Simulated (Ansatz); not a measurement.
# SiN (quartet): wave-function methods side by side, cc-pVTZ

The task here is to estimate one member of a computed series from the others.

Program: Ansatz 0.2.0, Gaussian basis. Level of theory: cc-pVTZ, core rule «outside noble gas», up to 6 orbitals frozen. These are calculated values, not measurements.

The runs, in order: UHF; CCSD(T) on ROHF; CCSD(T) on UHF; BCCD(T) on ROHF; CISD; CCSDT(Q) on ROHF; CCSDT(Q) on UHF; CASSCF and MRCISD+Q, 9 electrons in 8 orbitals; CASSCF and NEVPT2, 9 electrons in 8 orbitals.

19 further runs of the same task are left out: 1 for a mislabelled method, 6 that didn't finish, 12 set aside as unsound or not needed.

## The system

The geometry is a PBE0/def2-TZVP stationary point (not a proven minimum).

2 atoms, charge 0, spin multiplicity 4.

Atoms are counted from 1 here; the program's logs count them from 0.

Bond lengths: Si1–N2 1.889 Å.

The first run:

File in.yaml:

```yaml
crystal:
  periodic: [false, false, false]
  atoms:
    - {symbol: Si, position_ang: [0.000000, 0.000000, 0.000000]}
    - {symbol: N, position_ang: [0.000000, 0.000000, 1.889128]}
basis:
  gaussian: {orbitals: cc-pVTZ}
magnetization: {spin_polarized: true, initial_magnetization: 3}
hamiltonian: {xc: hf}
output: {orbitals: {seedname: orbitals}}
```

Run with:

```bash
$ ansatz run in.yaml --threads 1 --pin off --events-out ev --progress --plain --max-ram 2393MiB
```

Among the steps run: UHF; CCSD(T) on ROHF; CCSD(T) on UHF; BCCD(T) on ROHF; CISD; CCSDT(Q) on ROHF; CCSDT(Q) on UHF; CASSCF and MRCISD+Q, 9 electrons in 8 orbitals; CASSCF and NEVPT2, 9 electrons in 8 orbitals.

One of the session's tables, all rows but one given; the rest of the session is left out.

| method | from UCCSDT(Q) (kcal/mol) |
| --- | --- |
| ROHF | ? |
| UHF | +148.38 |
| RMP2 | +26.91 |
| UMP2 | +28.03 |
| CISD | +15.90 |
| RCCSD | +6.75 |
| UCCSD | +6.49 |
| RCCSD(T) | +1.23 |
| UCCSD(T) | +1.20 |
| BCCD(T) | +1.25 |
| RCCSDT | +0.34 |
| UCCSDT | +0.27 |
| RCCSDT(Q) | +0.08 |
| UCCSDT(Q) | 0 |
| CASSCF valence | +128.73 |
| NEVPT2 valence | +25.95 |
| MRCISD valence | +11.29 |
| MRCISD+Q valence | +1.83 |

Estimate the missing values for ROHF.

As computed: from UCCSDT(Q) (kcal/mol): +156.11. In the column «from UCCSDT(Q) (kcal/mol)» it is the highest.

With the free atoms at the same levels and basis (separate runs), the atomisation energy is 1.600 eV at UCCSDT(Q), 1.584 eV at RCCSD(T), 1.580 eV at UCCSD(T), 0.259 eV at ROHF.

Limits of these values: Restricted and unrestricted rows rest on different reference determinants; where their highest levels disagree by more than a few hundredths of an eV, they describe different states and don't form one ladder.
